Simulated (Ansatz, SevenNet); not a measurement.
1T (CdI2-type) TiTe2: properties by level of theory

| level (code) | equilibrium lattice constant a (Å) | lattice parameter c (Å) | formation enthalpy (eV/atom) |
|---|---|---|---|
| SevenNet-l3i5 | (withheld) | (withheld) | (withheld) |
| r²SCAN (Ansatz) | 3.802 | (withheld) | (withheld) |
| r²SCAN-D4 (Ansatz) | 3.792 | (withheld) | (withheld) |

Some entries are withheld; supply them.


- SevenNet-l3i5, equilibrium lattice constant a (Å): 3.773
- SevenNet-l3i5, lattice parameter c (Å): 7.084
- SevenNet-l3i5, formation enthalpy (eV/atom): -0.733
- r²SCAN (Ansatz, a program for electronic structure), lattice parameter c (Å): 6.902
- r²SCAN (Ansatz), formation enthalpy (eV/atom): -0.833
- r²SCAN-D4 (Ansatz), lattice parameter c (Å): 6.654
- r²SCAN-D4 (Ansatz), formation enthalpy (eV/atom): -0.841

Caveats: for a layered or molecular solid the relaxed cell lies over 5 % above the published volume, where the minimum can be shallow (r²SCAN); the cell comes from a level without a dispersion term, which matters for the spacing of layers, chains or molecules (r²SCAN). Ansatz's density-functional and Hartree–Fock values are scalar-relativistic unless marked +SOC, with PAW data made under PBE.

Static lattice: no zero-point or thermal effects.
